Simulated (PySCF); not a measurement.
Species: 2,3-dihydrothiophene, C4H6S.
SMILES with atom numbers: `[CH:1]1=[CH:2][S:3][CH2:4][CH2:5]1` (hydrogens: H6 on C1; H7 on C2; H8, H9 on C4; H10, H11 on C5)

A linear-response calculation (PySCF, def2-SVPD basis, gas phase, vertical, core orbitals frozen in the response) gave these numbers; the functional is withheld.

Orbital energies (eV): HOMO-3 -11.59, HOMO-2 -10.63, HOMO-1 -10.10, HOMO -7.15, LUMO 1.21, LUMO+1 1.30, LUMO+2 1.47.

```csv
state,E (eV),f,"main configurations (H = HOMO, L = LUMO)"
S1,4.87,0.0064,"H→L (60%), H→L+1 (16%), H→L+8 (8%)"
S2,5.39,0.120,"H→L+1 (56%), H→L (30%), H→L+2 (10%)"
S3,5.67,0.0094,"H→L+2 (75%), H→L+1 (19%)"
S4,6.25,0.026,H→L+3 (90%)
S5,6.48,0.028,H→L+4 (95%)
S6,6.62,0.0095,"H→L+5 (64%), H→L+7 (14%)"
```

Triplets (Tamm–Dancoff): T1 3.59 eV, H→L (59%), H→L+1 (19%), H→L+2 (10%); T2 4.52 eV, H→L+1 (32%), H→L (26%), H→L+2 (14%); T3 5.54 eV, H→L+2 (60%), H→L+1 (33%); T4 5.86 eV, H→L+3 (68%), H→L+6 (10%), H→L+11 (9%).

Vertical ionisation energy by ΔSCF with the same functional: 8.03 eV. Mean static polarisability: 65.3 au.

Problem. Which of these was used?
A. B3LYP
B. PBE
C. CAM-B3LYP
D. HF

Solution. C. CAM-B3LYP is range-separated, 19% exact exchange at short range and 65% at long range (ω = 0.33 bohr⁻¹). In this run −ε(HOMO) = 7.15 eV differs from the ΔSCF value by -0.88 eV, and S1 differs from the orbital gap of 8.36 eV by -3.50 eV. The ratio −ε(HOMO)/IP is 0.89. Small neutral molecules mostly give 0.85 to 0.93 with CAM-B3LYP, 0.5 to 0.7 with PBE, 0.67 to 0.83 with B3LYP; with Hartree–Fock the ratio is 1 or more (Koopmans' value less the relaxation energy is the ΔSCF value).

Computed, not measured: TDDFT CAM-B3LYP/def2-SVPD, vertical, gas phase, core orbitals frozen in the response in PySCF 2.14.0, density-fitted response routines. Geometry: PBE0-D3(BJ)/def2-SVP, one conformer, isolated molecule.
